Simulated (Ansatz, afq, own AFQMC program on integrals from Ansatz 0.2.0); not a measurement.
Ni, triplet → Ni⁺, quartet

A free Ni atom.

E(quartet, charge +1) − E(triplet, charge +0) at this geometry, on UHF and UHF determinants.

Basis def2-TZVPP. Noble-gas cores (and the filled d shells of Ga–Kr and In–Xe) are frozen. Ansatz 0.2.0 and our own AFQMC program on the same integrals; the CISD trial comes from CCSD amplitudes, and released means the phaseless constraint is let go. ± is one standard error of the sampling. The metal's outer-core s and p shells are frozen, which shifts wave-function levels against functionals. The errors of all members are added in quadrature.

No full CI on the walks' own integrals is used here; CCSDT(Q) serves as the reference and is uncertain by about the last step of the cluster series. Each member takes its own surest rung, up to full CI.

Errors are counted within def2-TZVPP, not against nature.

Cautions: no relativity below Rb; outer-core shells of the metal frozen; Ni (triplet): the ph-AFQMC/CISD walk drifts between its halves (2.6 errors), its ph-AFQMC/CISD value lies 21 ± 4 meV above CCSDT(Q); Ni⁺ (quartet): another spin lies lower; this isn't the first ionization.

Reference (CCSDT(Q)): 193.2 kcal/mol.

```csv
level,vertical ionization energy (kcal/mol),error against CCSDT(Q) (kcal/mol)
HF,162.1,-31.2
MP2,187.5,-5.7
CCSD,190.9,-2.4
CCSD(T),193.1,-0.1
CCSDT,193.2,0.0
ph-AFQMC/CISD,192.9 ± 0.09,-0.4 ± 0.09
released AFQMC,193.3 ± 0.2,0.0 ± 0.2
```

Correlation beyond CCSD(T) adds 0.1 kcal/mol. The perturbative (T) step is worth +2.2 kcal/mol.

A walk keeps the symmetry of its determinant, which the program's search chose and which needn't be the lowest solution, so a lower state of the same spin and another symmetry isn't excluded. Released energies are given only where the last usable release times agree within the noise; a slower fall can still hide under it.
